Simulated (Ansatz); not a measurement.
Reaction: C2H2Cl (SMILES C=[C]Cl, doublet) → C2H2Cl (SMILES [C](/[H])=C/Cl, doublet)
Each species at its own B3LYP-D3(BJ)/def2-TZVP minimum (Ansatz, a program for electronic structure).

Total energies in hartree (Ansatz). Open shells are spin-unrestricted; no spin-orbit coupling. Cores are frozen in correlated methods. No relativity. The UHF reference of C2H2Cl (C=[C]Cl, doublet) is spin-contaminated (<S^2> up to 0.21 over the pure value in the sets run). The UHF reference of C2H2Cl ([H]/[C]=C\Cl, doublet) is spin-contaminated (<S^2> up to 0.20 over the pure value in the sets run).

| species | HF/cc-pV(T+d)Z | CCSD(T)/cc-pV(T+d)Z | HF/cc-pV(Q+d)Z | CCSD(T)/cc-pV(Q+d)Z | CCSD(T)/cc-pV(D+d)Z | CCSDT(Q)/cc-pV(D+d)Z |
|---|---|---|---|---|---|---|
| 1: C2H2Cl (SMILES C=[C]Cl, doublet) | -536.36027 | -536.89388 | -536.36887 | -536.93855 | -536.74620 | -536.74887 |
| 2: C2H2Cl (SMILES [H]/[C]=C\Cl, doublet) | -536.35607 | -536.88771 | -536.36458 | -536.93252 | -536.73917 | -536.74177 |

### Question
Work out the isomerisation energy (electronic) in kcal/mol: take Hartree-Fock from cc-pV(Q+d)Z, extrapolate the CCSD(T) correlation energy as X^-3 (X = 3, 4), and add CCSDT(Q) - CCSD(T) in cc-pV(D+d)Z. 1 hartree = 627.51 kcal/mol.

### Answer

Species 1: correlation (64·(-0.56968) - 27·(-0.53361))/37 = -0.59600; step -0.00267; E1 = -536.36887 + (-0.59600) + (-0.00267) = -536.96754
Species 2: correlation (64·(-0.56794) - 27·(-0.53164))/37 = -0.59443; step -0.00260; E2 = -536.36458 + (-0.59443) + (-0.00260) = -536.96161
-1·E1 +1·E2 = 0.00593 hartree = 3.7 kcal/mol.
